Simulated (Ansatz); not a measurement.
**What a trial cell of Si2F3 relaxes into**

Level of theory: DFT PBE, scalar-relativistic, plane waves, PAW in Ansatz 0.2.0. Cutoff 420 eV, Γ-centred k mesh, Gaussian smearing, no spin polarisation in the final step.

Si2F3 was placed on the corundum structure type (R-3c, No. 167), with Si in place of Al, F in place of O, at a guessed volume.

```xyz
10
Lattice="2.7097 1.5645 4.9321 -2.7097 1.5645 4.9321 0.0000 -3.1289 4.9321" Properties=species:S:1:pos:R:3 pbc="T T T"
Si    0.0000    0.0000   12.6092
Si    0.0000    0.0000    9.5854
Si    0.0000    0.0000    2.1872
Si    0.0000    0.0000    5.2110
F    -1.0500   -1.5645    6.1652
F     1.8799   -0.1271    6.1652
F    -0.8299    1.6916    6.1652
F     1.0500    1.5645    8.6312
F    -1.8799    0.1271    8.6312
F     0.8299   -1.6916    8.6312
```

Cell and atoms relax at zero pressure; the relaxation can't lower the symmetry of the start. After a coarse first stage the cell is made exact in the group found at 0.06 Å.

The zero of energy is the elements' standard structures at the same level (F₂ as a molecule); no fitted shifts are applied.

**Question.** Describe the relaxed structure.

**Answer.** It ends in R-3m (No. 166). Conventional cell: a = 4.855 Å, c = 10.971 Å. Si has 3 F at 1.87 Å; around F lie 2 Si at 1.87 Å and 4 F at 2.43 Å.

Space group R-3m:H (No. 166). a = 4.855 Å, b = 4.855 Å, c = 10.971 Å, α = 90.00°, β = 90.00°, γ = 120.00°
```json
{"atom": "Si", "site": "6c", "symmetry": "3m", "x": "0.3333", "y": "0.6667", "z": "0.3875"}
{"atom": "F", "site": "9d", "symmetry": ".2/m", "x": "0.3333", "y": "0.1667", "z": "0.1667"}
```

**Question.** What are its volume, energy, density and gap?

**Answer.** The volume per atom is 14.93 Å³. The density is 2.52 g/cm³ and the energy over the elements is -1.53 eV/atom. The gap on the 12×12×12 mesh is 0 eV (a metal).

The final run used a 12×12×12 mesh on its 5-atom cell and 0.10 eV smearing. The k mesh leaves about 4 meV/atom of noise in metals. Symmetry constrained the relaxation, so the result can be a saddle point. The steps took roughly 2.8 core-minutes in all.